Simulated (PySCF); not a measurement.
Molecule: `N#CO`, CHNO.

Molfile (atoms numbered from 1):
```
CHNO
     RDKit          3D

  4  3  0  0  0  0  0  0  0  0999 V2000
    0.3748   -1.5749   -0.1474 N   0  0  0  0  0  0  0  0  0  0  0  0
    0.1468   -0.4405   -0.0674 C   0  0  0  0  0  0  0  0  0  0  0  0
   -0.0884    0.8184    0.0824 O   0  0  0  0  0  0  0  0  0  0  0  0
   -0.4332    1.1970   -0.7394 H   0  0  0  0  0  0  0  0  0  0  0  0
  1  2  3  0
  2  3  1  0
  3  4  1  0
M  END
```

Spin–spin couplings on one PBE0-D3(BJ)/def2-SVP geometry, PySCF, gas phase, non-relativistic, equivalent pairs averaged; isotopes ¹⁷O, ¹H, ¹⁵N, ¹³C; basis pcJ-1.

How do the couplings (Hz) change with the functional? Times are CPU seconds on shared hosts with different chips, so compare them loosely; the GGAs took longer than the global hybrids here, which isn't the general rule, and the cause wasn't traced.

Results:


| functional | functions | ¹J(O3,H4) | ¹J(N1,C2) | ¹J(C2,O3) | ²J(C2,H4) | ²J(N1,O3) | ³J(N1,H4) | core-s |
| --- | --- | --- | --- | --- | --- | --- | --- | --- |
| HF | 91 | -115.3 | -75.5 | 14.1 | -37.0 | 3.5 | -8.7 | 1.1 |
| LDA | 91 | -73.3 | 0.2 | 31.1 | -2.1 | -7.8 | 0.2 | 2.6 |
| PBE | 91 | -74.5 | -1.4 | 33.1 | -4.1 | -7.7 | -0.2 | 3.8 |
| KT2 | 91 | -73.0 | 8.0 | 43.1 | -6.3 | -8.1 | -0.1 | 3.9 |
| B3LYP | 91 | -85.8 | -11.5 | 25.9 | -6.0 | -6.0 | -0.9 | 2.1 |
| PBE0 | 91 | -82.6 | -10.6 | 26.3 | -6.8 | -5.8 | -0.8 | 3.4 |
| B97-2 | 91 | -82.1 | -9.8 | 25.5 | -7.1 | -5.9 | -1.1 | 3.1 |
| BHandHLYP | 91 | -97.6 | -25.7 | 18.1 | -10.7 | -3.5 | -2.0 | 3.1 |
| CAM-B3LYP | 91 | -87.6 | -14.6 | 23.0 | -6.1 | -5.1 | -0.9 | 3.8 |
